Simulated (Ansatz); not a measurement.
Species, as SMILES: CCl (CH3-Cl).
Atoms: C1, Cl2, H3, H4, H5. Bonds: C1-Cl2, C1-H3, C1-H4, C1-H5.

Basis-set convergence of the optimised C1-H3 bond length at PBE with Ansatz (a quantum-chemistry and plane-wave program). All functions are spherical. No added dispersion term, no relativity. Reference: the value in pcseg-3, 1.0934 Å. Deviations are taken from unrounded values.

```tsv
basis	functions	optimised C1-H3 bond length (Å)	minus reference (Å)
cc-pV(D+d)Z	52	1.1052	0.0119
aug-cc-pV(D+d)Z	82	1.1019	0.0086
cc-pV(T+d)Z	111	1.0940	0.0006
jun-cc-pV(T+d)Z	129	1.0938	0.0005
aug-cc-pV(T+d)Z	170	1.0938	0.0004
cc-pV(Q+d)Z	209	1.0934	0.0001
```

The smallest set listed that lies within 0.003 Å of the reference with all its larger relatives (same family, alike in diffuse functions; a set with none counts only in the reference's own line) is cc-pV(T+d)Z (111 functions, 0.0006 Å off).
